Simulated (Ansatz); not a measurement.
# NO+: geometry and frequencies at several levels

The task here is to estimate one member of a computed series from the others.

Computed with Ansatz 0.2.0 (the levels named in each step, unless a step's input says otherwise).

### The structure to begin with

Bond lengths: N1–O2 1.054 Å.

As a file:

```xyz
2

N     0.0000    0.0000   -0.0008
O     0.0000    0.0000    1.0529
```

The first run:

Input file input.yaml:

```yaml
crystal:
  periodic: [false, false, false]
  atoms:
    - { symbol: "N", position_ang: [0.0, 0.0, -0.0008021] }
    - { symbol: O, position_ang: [0.0, 0.0, 1.0528621] }
total_charge: 1
basis:
  gaussian: { orbitals: def2-TZVPP }
hamiltonian:
  xc: pbe0
  dispersion: d4
phonons: {}
```

Started as:

```
$ ansatz run input.yaml --threads 1 --pin off --max-ram 2560MiB --backend cpu --events-out ev --progress --plain --runs-dir out
```

Among the steps run: Frequencies, PBE0-D4/def2-TZVPP; Relaxation, PBE-D4/def2-TZVPP; Frequencies, PBE-D4/def2-TZVPP; Relaxation, r2SCAN-D4/def2-TZVPP; Frequencies, r2SCAN-D4/def2-TZVPP; Relaxation, B3LYP-D4/def2-TZVPP; Frequencies, B3LYP-D4/def2-TZVPP; Relaxation, B2PLYP/def2-TZVPP; Frequencies, B2PLYP/def2-TZVPP.

One of the session's tables, all rows but one given; the rest of the session is left out.

It belongs to the step «Geometries side by side». 

```
               level  N1–O2 (Å)  rotational constants (MHz)  highest frequency (cm⁻¹)
   PBE-D4/def2-TZVPP          ?                           ?                         ?
r2SCAN-D4/def2-TZVPP     1.0592                       60337                      2455
 B3LYP-D4/def2-TZVPP     1.0563                       60659                      2485
   B2PLYP/def2-TZVPP     1.0656                       59609                      2345
```

**Question.** Estimate the row for PBE-D4/def2-TZVPP.

**Answer.** N1–O2 (Å): 1.0697; rotational constants (MHz): 59153; highest frequency (cm⁻¹): 2363. In the column «N1–O2 (Å)» it is the highest.
